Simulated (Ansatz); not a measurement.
# ClF (chlorine monofluoride): B2PLYP/cc-pVTZ

Aim: the vertical singlet–triplet gap of ClF (chlorine monofluoride) at B2PLYP/cc-pVTZ, from 2 runs. 

Program for the calculation: Ansatz 0.2.0.

33 further runs of the same task are left out: 33 set aside as unsound or not needed.

## Step 1: The molecule

The species is ClF (2 atoms), meant as a singlet with charge 0. SMILES: `FCl`. The coordinates come from a PBE0-D4/def2-TZVP relaxation.

Bond lengths: F1–Cl2 1.620 Å.

## Step 2: The energy at B2PLYP/cc-pVTZ

Contents of input.yaml:

```yaml
crystal:
  periodic: [false, false, false]
  atoms:
    - symbol: F
      position_ang: [-0.000000, -0.000000, 0.031290]
    - symbol: Cl
      position_ang: [0.000000, 0.000000, 1.650960]
basis:
  gaussian:
    orbitals: cc-pVTZ
hamiltonian:
  xc: {name: B2PLYP}
correlation:
  frozen_orbitals: {Cl: 5, F: 1}
accuracy: high
output:
  orbitals: {seedname: orbitals}
```

Run with:

```bash
ansatz run input.yaml --threads 1 --pin off --max-ram 3480MiB --events-out events.jsonl --progress --plain --runs-dir runs
```

The log of the run:

```text
Warning: RAYON_NUM_THREADS=1 ignored (pool sized by the plan → 1); use --threads N
Functional definition: B2PLYP
  name "B2PLYP"
  parameter a = 0.53
  parameter c = 0.27
  exchange = (1 - a)*b88_x + a*exact_x
  correlation = (1 - c)*lyp_c + c*(mp2_os + mp2_ss)
881 factors; integrals over basis functions are off by at most 4.0e-9 eV
mean field evaluation 1: about -15229.3501 eV, gradient 2.0e1 eV
mean field evaluation 2: about -15229.3540 eV, gradient 2.0e1 eV
mean field evaluation 4: about -15229.9188 eV, gradient 3.3e0 eV
mean field evaluation 8: about -15229.9339 eV, gradient 1.0e-2 eV
mean field evaluation 16: about -15229.9339 eV, gradient 4.0e-7 eV
mean field -15229.93393298 eV, -559.6897488171 hartree, gradient 4.3e-8 eV, S^2 0.000000; 0 other end points of the search recorded, 0 dependent functions left out
6 core orbitals not correlated: weight in the atoms' cores, before any rotation towards them, 1.000 or more for the frozen orbitals, at most 0.000 for the correlated occupied ones
reference -15229.93394756 eV, -559.6897493529 hartree; 7, 7 occupied and 51, 51 virtual orbitals, 881 factors
second order -14.52249351 eV of doubles, -0.00000000 eV of singles
Total energy: -15233.85502081 eV, -559.8338461369 hartree
```

Wall time 2.3 s (1 thread of Arm Neoverse V2, shared host); peak memory 0.12 GiB.

## Step 3: The triplet at the same level

Contents of in.yaml:

```yaml
crystal:
  periodic: [false, false, false]
  atoms:
    - {symbol: F, position_ang: [-0.000000, -0.000000, 0.031290]}
    - {symbol: Cl, position_ang: [0.000000, 0.000000, 1.650960]}
basis:
  gaussian:
    orbitals: cc-pVTZ
magnetization:
  spin_polarized: true
  initial_magnetization: 2
hamiltonian:
  xc: {name: B2PLYP}
correlation:
  frozen_orbitals: {Cl: 5, F: 1}
accuracy: high
output: {orbitals: {seedname: orbitals}}
```

Run with:

```bash
ansatz run in.yaml --threads 1 --pin off --max-ram 3480MiB --events-out events.jsonl --progress --plain --runs-dir runs
```

The log of the run, cut to the lines that bear on the results:

```text
Warning: RAYON_NUM_THREADS=1 ignored (pool sized by the plan → 1); use --threads N
[... 2 set-up lines as earlier in the session ...]
[...]
881 factors; integrals over basis functions are off by at most 4.0e-9 eV
[...]
mean field -15226.73225758 eV, -559.5720894161 hartree, gradient 6.1e-8 eV, S^2 2.011449; 0 other end points of the search recorded, 0 dependent functions left out
6 core orbitals not correlated: weight in the atoms' cores, before any rotation towards them, 1.000 or more for the frozen orbitals, at most 0.000 for the correlated occupied ones
reference -15226.73227203 eV, -559.5720899473 hartree; 8, 6 occupied and 50, 52 virtual orbitals, 881 factors
second order -14.18604491 eV of doubles, -0.00000000 eV of singles
Total energy: -15230.56250416 eV, -559.7128483817 hartree
```

Wall time 4.2 s (1 thread of Arm Neoverse V2, shared host); peak memory 0.16 GiB.

## Step 4: Summary of results

At B2PLYP/cc-pVTZ, 6 core orbitals frozen:

| quantity | value |
| --- | --- |
| singlet: total energy | -559.83385 Eh |
| singlet: HOMO energy (SCF part's orbitals) | -10.87 eV |
| singlet: LUMO energy (SCF part's orbitals) | -1.08 eV |
| singlet: HOMO–LUMO gap (SCF part's orbitals) | 9.79 eV |
| triplet: total energy | -559.71285 Eh |
| triplet: HOMO energy (SCF part's orbitals) (highest over α and β) | -7.69 eV |
| triplet: LUMO energy (SCF part's orbitals) (lowest over α and β) | -4.29 eV |
| triplet: ⟨S²⟩ | 2.011 |
| vertical energy of the triplet above the singlet | 3.293 eV |

At this shape the triplet lies 3.29 eV (318 kJ/mol) above the singlet.
